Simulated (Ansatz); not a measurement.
# CH₆NO+: functionals against CCSD(T) at one geometry

One table from this session's results is given with a row withheld; the runs are named, their logs left out.

Computed with Ansatz 0.2.0, Gaussian basis. Level: single points in def2-TZVPP.

Cores are frozen in the correlated methods.

## The starting structure

9 atoms, charge 1, spin multiplicity 1.

Atoms are counted from 1 here; the program's logs count them from 0.

Bond lengths: N1–C2 1.490 Å, N1–H4 1.012 Å, N1–H5 1.031 Å, N1–H6 1.027 Å, C2–O3 1.386 Å, C2–H7 1.099 Å, C2–H8 1.115 Å, O3–H9 0.976 Å. Angles: C2–N1–H4 110.6°, C2–N1–H5 107.6°, C2–N1–H6 107.4°, H4–N1–H5 113.9°, H4–N1–H6 112.9°, H5–N1–H6 104.0°, N1–C2–O3 104.3°, N1–C2–H7 109.3°, N1–C2–H8 106.2°, O3–C2–H7 111.7°, O3–C2–H8 114.4°, H7–C2–H8 110.4°, C2–O3–H9 112.5°.

As a file:

```xyz
9
CH6NO
N    -0.5662    0.6257   -0.5151
C     0.2048   -0.5218    0.0408
O     0.8169   -0.0070    1.1721
H    -1.0882    0.3413   -1.3344
H     0.1003    1.3925   -0.6901
H    -1.1670    0.9850    0.2369
H     0.9409   -0.8588   -0.7022
H    -0.5391   -1.3265    0.2446
H     1.4122   -0.6511    1.5999
```

Set-up of the first run:

Contents of run/in.yaml:

```yaml
crystal:
  periodic: [false, false, false]
  atoms:
    - {symbol: N, position_ang: [-0.566226, 0.625715, -0.515147]}
    - {symbol: C, position_ang: [0.204777, -0.521808, 0.040750]}
    - {symbol: O, position_ang: [0.816901, -0.006955, 1.172083]}
    - {symbol: H, position_ang: [-1.088166, 0.341322, -1.334439]}
    - {symbol: H, position_ang: [0.100256, 1.392507, -0.690098]}
    - {symbol: H, position_ang: [-1.167047, 0.985028, 0.236917]}
    - {symbol: H, position_ang: [0.940940, -0.858799, -0.702161]}
    - {symbol: H, position_ang: [-0.539118, -1.326481, 0.244621]}
    - {symbol: H, position_ang: [1.412183, -0.651141, 1.599879]}
basis:
  gaussian: {orbitals: def2-TZVPP}
total_charge: 1
hamiltonian: {xc: pbe, dispersion: d4}
output: {forces: true}
```

Launch:

```sh
> ansatz run in.yaml --threads 2 --pin off --events-out ev --progress --plain --max-ram 3481MiB
```

Among the steps run: PBE-D4/def2-TZVPP; r2SCAN-D4/def2-TZVPP; PBE0-D4/def2-TZVPP; wB97M-V/def2-TZVPP; CCSD(T)/def2-TZVPP.

One of the session's tables, all rows but one given; the rest of the session is left out.

```
   method  RMS force component (eV/Å)  angle to CCSD(T) forces (°)
   PBE-D4                           ?                            ?
r2SCAN-D4                       0.447                          7.8
  PBE0-D4                       0.441                         18.0
  wB97M-V                       0.461                          7.0
  CCSD(T)                       0.482                    reference
```

Estimate the missing values for PBE-D4.

The run gave: RMS force component (eV/Å): 0.417; angle to CCSD(T) forces (°): 24.9. In the column «RMS force component (eV/Å)» it is the lowest.
